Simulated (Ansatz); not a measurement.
# BNH (quartet): RPA-PBE over a scan of the distance N2–H3, 6-31G

How well do these functionals follow the top wave-function level for BNH (quartet) over a scan of the distance N2–H3?

The runs use Ansatz 0.2.0, Gaussian basis; 6-31G, all electrons in the functionals, frozen cores in the correlation of double hybrids and RPA.

To be run: RPA-PBE, at 0.832 Å; 0.943 Å; 1.030 Å; 1.139 Å; 1.262 Å; 1.434 Å; 1.618 Å; 1.929 Å; 2.303 Å; 2.724 Å; 3.495 Å.

20 further runs of the same task are left out: 1 for a mislabelled method, 1 for a known fault of the program, 12 that didn't finish, 6 set aside as unsound or not needed.

**1. What is computed**

The geometry derives from a PBE0/def2-TZVP stationary point (not a proven minimum). One bond is set to the value named and the two fragments are kept rigid.

3 atoms, charge 0, spin multiplicity 4.

Atoms are counted from 1 here; the program's logs count them from 0.

Bond lengths: B1–N2 1.465 Å, N2–H3 1.030 Å. Angles: B1–N2–H3 111.7°.

No dispersion term is added.

The geometry shown and the zero of energy belong to the point 1.030 Å. The yardstick, FCI, and other wave-function levels (R restricted, U unrestricted, valence and pair active spaces) come from earlier runs.

**2. RPA-PBE, 0.832 Å**

Input file in.yaml:

```yaml
crystal:
  periodic: [false, false, false]
  atoms:
    - {symbol: B, position_ang: [0.000000, 0.086478, 0.859974]}
    - {symbol: N, position_ang: [0.000000, -0.110891, -0.591728]}
    - {symbol: H, position_ang: [0.000000, 0.613440, -1.001078]}
basis:
  gaussian: {orbitals: 6-31G}
magnetization: {spin_polarized: true, initial_magnetization: 3}
hamiltonian: {xc: {name: PBE}}
correlation: {method: rpa, electrons: outside_noble_gas}
```

Command:

```console
> ansatz run in.yaml --threads 1 --pin off --events-out ev --progress --plain --max-ram 2393MiB
```

The runs that follow: RPA-PBE, 0.943 Å; RPA-PBE, 1.030 Å; RPA-PBE, 1.139 Å; RPA-PBE, 1.262 Å; RPA-PBE, 1.434 Å; RPA-PBE, 1.618 Å; RPA-PBE, 1.929 Å; RPA-PBE, 2.303 Å; RPA-PBE, 2.724 Å; RPA-PBE, 3.495 Å.

**Question.** What will the summary of the whole plan be? Wanted: span of the FCI curve; largest miss, RPA-PBE.

The runs gave:

| quantity | value |
| --- | --- |
| span of the FCI curve | 133.4 kJ/mol |
| largest miss, RPA-PBE | -11.1 kJ/mol (3.495 Å) |

RPA-PBE strays by up to 11.1 kJ/mol, at 3.495 Å. Functionals and the yardstick converge differently with the basis, so part of each miss in 6-31G is the basis.
